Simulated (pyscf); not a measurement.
Optimised with ωB97X-D3(BJ)/def2-SVP in PySCF.

Q: Estimate by transition-state theory the rate constant of Cl–SnH₃ + H₂ → SnH₄ + HCl (singlet surface; Cl–Sn, H–H broken, H–Sn, Cl–H formed) at 900 K, with ωB97M-D3(BJ)/def2-TZVP energies (ideal gas, 1 atm, RRHO with modes under 100 cm⁻¹ raised to 100, one conformer, R ln 2 for chiral ones without a mode under 150 cm⁻¹; no tunnelling).

A: The electronic barrier is 46.1 kcal/mol and the thermal terms add +22.7, so ΔG‡ = 68.8 kcal/mol. With k_BT/h = 1.88e+13 s⁻¹ and RT = 1.788 kcal/mol, and a volume of 1.23e-19 cm³ per molecule at 1 atm, k = 4.5e-23 cm³ molecule⁻¹ s⁻¹. Wigner's tunnelling factor for 1141i cm⁻¹ would be 1.14. A shift of 1 kcal/mol in the barrier changes k by a factor 1.7. This is the saddle that the search found; another between the same sides may lie lower. Elements past Kr carry the def2 core potentials, without spin-orbit coupling.
